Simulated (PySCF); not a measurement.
# Core-level binding energies of carbon disulfide

Species: carbon disulfide, CS2.
SMILES with atom numbers: `[S:1]=[C:2]=[S:3]`

Geometry (GFN2-xTB, Å), atoms numbered from 1 in this order:
```xyz
3
CS2 angstrom
S     -1.5077    0.4133   -0.0062
C      0.0038    0.0698   -0.0042
S      1.5154   -0.2738   -0.0022
```

Theory: delta-SCF UKS SCAN, pcX-2 on the ionised atom, pcseg-1 elsewhere, spin-free X2C (PySCF 2.14.0). These are vertical core ionisation energies against the vacuum level, from separate self-consistent calculations with and without the core hole.

Task: What binding energy does each computed site have?

Result: 
| atom(s) | environment | level | binding energy (eV) | 2p1/2 (eV) | count |
| --- | --- | --- | --- | --- | --- |
| S1/S3 | sulfur bonded to C | S 2p3/2 | 170.17 | 171.40 | 2 |
| S1/S3 | sulfur bonded to C | S 1s | 2477.99 | – | 2 |
| C2 | central carbon of cumulated double bonds | C 1s | 293.40 | – | 1 |

Task: What is the longest wavelength that can ionise S 2p3/2 of S1/S3 vertically?

Result: λ = hc/E = 12398.42 eV Å / 170.17 eV = 72.859 Å.

Atoms equivalent by their bonding share one computed value, that of the first of them. 2p3/2 and 2p1/2 are the ΔSCF energy of one spin-free 2p hole plus the eigenvalues of a spin–orbit and ligand-field matrix of the shell. 2p1/2 minus 2p3/2 (ligand field included): S 1.23 eV. Geometry: GFN2-xTB; no solvent, vibrations or thermal averaging.
